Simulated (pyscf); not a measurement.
A first-order saddle from PySCF, ωB97X-D3(BJ)/def2-SVP:

```
Si
H 1 1.5260
As 1 2.4218 2 92.14
H 3 1.5162 1 94.44 2 67.96
H 3 1.5174 4 94.42 1 -97.88
As 1 2.4963 2 87.61 3 -95.82
H 6 1.5185 1 97.62 2 155.99
H 6 1.6624 7 85.41 1 71.13
H 8 0.9848 6 73.41 7 91.11
```

Surface: singlet, charge 0. Lowest wavenumbers (cm⁻¹): 860i, 84, 115, 181, 275.

Task: What reaction is this the transition state of?

Result: :HSi–AsH₂ [singlet] + AsH₃ ⇌ HAs=SiH–AsH₂ + H₂, a concerted two-bond exchange read from left to right: As–H, As–H broken and As–Si, H–H formed. At ωB97M-D3(BJ)/def2-TZVP it lies +23.2 kcal/mol from the left side and +43.2 kcal/mol from the right (each side as separated species at their lowest minima found). On the reactant side the descent ends in an adduct with a As–Si contact, 7.1 kcal/mol under the separated species and 25.3 kcal/mol under the saddle at ωB97X-D3(BJ)/def2-TZVP. What is counted as formed (As–Si) is already present as a longer contact in the reactant adduct; forming that adduct is a step of its own. At ωB97X-D3(BJ) the barrier from the zero used here is 18.2 kcal/mol. The same reactants have a lower exit, to H₂As–SiH₂–AsH₂ (barrier -3.3 kcal/mol at ωB97M-D3(BJ), against +23.2 kcal/mol here). :HSi–AsH₂ [singlet] lies 16.8 kcal/mol over its isomer H₂Si=AsH, and others may lie lower still (electronic energy, ωB97M-D3(BJ)). HAs=SiH–AsH₂ lies 20.2 kcal/mol over its isomer cyclic H₄As₂Si (SMILES [SiH2]1[AsH][AsH]1), and others may lie lower still (electronic energy, ωB97M-D3(BJ)). This is the saddle that the search found; another between the same sides may lie lower. Elements up to Kr have no core potential and no relativistic terms here.
